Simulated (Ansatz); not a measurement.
# BH5N2: the cost of one run

All numbers below are computed with Ansatz 0.2.0 (RKS B3LYP/def2-SVP).

## 1. Starting point

Bond lengths: B1–H2 1.190 Å, B1–N3 1.550 Å, N3–H4 1.060 Å, N3–H5 1.060 Å, B1–N6 1.550 Å, N6–H7 1.060 Å, N6–H8 1.060 Å. Angles: H2–B1–N3 120.0°, H2–B1–N6 120.0°, N3–B1–N6 120.0°, B1–N3–H4 120.0°, B1–N3–H5 120.0°, H4–N3–H5 120.0°, B1–N6–H7 120.0°, B1–N6–H8 120.0°, H7–N6–H8 120.0°.

Coordinates:

```xyz
8

B     0.0000    0.0000    0.0000
H     0.0000    0.0000    1.1900
N     1.3423    0.0000   -0.7750
H     1.8089   -0.9179   -1.0268
H     1.7937    0.9179   -1.0532
N    -1.3423    0.0000   -0.7750
H    -2.0112   -0.8164   -0.6764
H    -1.5914    0.8164   -1.4036
```

## 2. Preparing the start

input.yaml

```yaml
crystal:
  periodic: [false, false, false]
  atoms:
    - { symbol: B, position_ang: [0.0, 0.0, 0.0] }
    - { symbol: H, position_ang: [0.0, 0.0, 1.19] }
    - { symbol: "N", position_ang: [1.3423, 0.0, -0.775] }
    - { symbol: H, position_ang: [1.8089, -0.9179, -1.0268] }
    - { symbol: H, position_ang: [1.7937, 0.9179, -1.0532] }
    - { symbol: "N", position_ang: [-1.3423, 0.0, -0.775] }
    - { symbol: H, position_ang: [-2.0112, -0.8164, -0.6764] }
    - { symbol: H, position_ang: [-1.5914, 0.8164, -1.4036] }
basis:
  gaussian: { orbitals: def2-SVP }
hamiltonian:
  xc: b3lyp
relax:
  f_tol: 0.02
  max_steps: 40
output:
  orbitals: {}
```

Run with:

```console
$ ansatz run input.yaml --threads 1 --pin off --max-ram 2048MiB --backend cpu --events-out ev --progress --plain --runs-dir out
```

What time and memory should one allow on 1 thread of Arm Neoverse V2, shared host?

About 17 s, with a peak of 0.12 GiB.
